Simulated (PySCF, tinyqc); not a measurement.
Orbital energy against energy difference: ionisation energy by orbital energies and by energy differences in the 6-31g basis, for CH2, spin multiplicity 1. Computed by the program tinyqc with PySCF. The cation is unrestricted; errors are against CCSD(T) in this basis, not against experiment.

Geometry (angstrom):
```
atom       x        y       z
C     0.0000   0.0000  0.0000
H     0.0000   0.9460  0.4990
H     0.0000  -0.9460  0.4990
```

CCSD(T) difference in the same basis = 8.7583 eV

IP-EOM-CCSD = 8.7187 eV

First vertical ionisation energy (eV):
```
method     -e(HOMO)  E(cation) - E  error of -e(HOMO)  error of the difference
HF            9.415        8.03666              0.657                   -0.722
LDA           5.896        9.23222             -2.862                    0.474
PBE           5.755        9.08339             -3.003                    0.325
B3LYP         5.373        9.30545             -3.385                    0.547
PBE0          5.639        9.16239             -3.119                    0.404
CAM-B3LYP     7.114        9.28893             -1.644                    0.531
LC-wPBE       8.645        9.26178             -0.113                    0.503
```

What does the comparison show, and why?

Koopmans errs by +0.66 eV and Delta-HF by -0.72 eV: relaxation, 1.38 eV, lowers the value and the missing correlation difference works against it. The PBE level is off by -3.0 eV through the wrong tail of its potential, though its energy difference is off by +0.33 eV; exact exchange deepens the level, and among the orbital energies LC-wPBE comes closest; among the differences PBE does. The restricted reference is unstable here: a spin-polarised solution lies 0.0334 hartree lower (PySCF), so results built on it describe a poor reference.
